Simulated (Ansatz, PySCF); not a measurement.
Complex: HF (SMILES F) (first 2 atoms) with HF (SMILES F); geometry from NCB31 set.
(charge 0, multiplicity 1):
```xyz
4

F      1.3237    -0.0902     0.0000
H      1.7404     0.7334     0.0000
F     -1.4572     0.0193     0.0000
H     -0.5393    -0.0947     0.0001
```

Basis-set superposition error: the interaction energy with monomers in their own basis, and in the dimer's basis (counterpoise).

The values were computed with Ansatz (Gaussian orbitals); PySCF for 6-31G* rows. Values without a source in brackets are computed.

| level | uncorrected (meV) | counterpoise (meV) | difference |
|---|---|---|---|
| HF/6-31G* | -262.6 | -200.8 | 61.8 |
| HF/aug-cc-pVDZ | -176.3 | -166.6 | 9.6 |
| BLYP/def2-TZVPPD | -170.5 | -168.8 | 1.8 |
| r2SCAN/def2-TZVPPD | -213.5 | -212.0 | 1.5 |
| CAM-B3LYP/def2-TZVPPD | -218.7 | -217.2 | 1.6 |
| wB97X-V/def2-TZVPPD | -200.8 | -199.4 | 1.4 |
| B2PLYP/def2-TZVPPD | -197.4 | -191.0 | 6.4 |
| MP2/aug-cc-pVTZ | -203.3 | -183.3 | 20.1 |
| SCS-MP2/aug-cc-pVDZ | -189.8 | -161.4 | 28.4 |
| CCSD(T)/aug-cc-pVTZ | -208.8 | -187.5 | 21.3 |

The error is largest for HF/6-31G* (61.8 meV) and smallest for wB97X-V/def2-TZVPPD (1.4 meV).

Ansatz is a program for electronic structure.
